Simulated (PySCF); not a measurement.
What does the GFN2-xTB structure of `c1nnccc1` (pyridazine) look like in three dimensions?

```
atom  x, y, z in Å
C1     0.6730    0.8236    0.0608
C2    -0.7073    0.7940    0.0449
C3    -1.3065   -0.4616   -0.0486
N4    -0.6132   -1.5810   -0.1197
N5     0.6849   -1.5532   -0.1022
C6     1.3276   -0.4052   -0.0151
H7     1.2254    1.7489    0.1291
H8    -1.3003    1.6946    0.1022
H9    -2.3809   -0.5792   -0.0679
H10    2.4062   -0.4763   -0.0059
```

Orientation and origin are arbitrary. Atoms count from 1 in this order. N4 (pyridine-type nitrogen) is bent (angle 120.4°). The 6-membered ring C1–C2–C3–N4–N5–C6 has internal angles of 116.7° to 122.8°; it is planar, 0.00 Å rms from its mean plane, widest ring torsion 0°. The 6 heavy atoms lie in one plane (0.001 Å rms).

Bonds between heavy atoms (Å): C1–C2 1.381, C2–C3 1.394, C3–N4 1.319, N4–N5 1.299, N5–C6 1.319, C1–C6 1.394.

Computed geometry: GFN2-xTB, gas phase.

Point group: C2v (every atom within 0.08 Å of its image). Whether it is a minimum is left open (no frequencies).
